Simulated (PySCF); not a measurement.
water (H₂O), SMILES O.

Geometry optimised at TPSSh-D3(BJ)/def2-TZVPD.

The numbers are results of CAM-B3LYP/def2-TZVPD in PySCF, not measurements.

The molecule is in vacuum.

Estimate the frontier levels, gap, dipole moment and polarisability. (Estimate from the structure and the level; the computed values follow.)


- highest occupied level: -10.67 eV
- lowest empty level: 0.65 eV
- orbital gap: 11.32 eV
- dipole moment: 1.90 D
- quadrupole, principal values (traceless, Buckingham form, about the centre of nuclear charge): -2.43, -0.29, 2.73 D·Å
- mean static polarisability: 9.7 bohr³ (1.44 Å³)
- polarisability, principal values: 9.4, 9.6, 10.1 bohr³
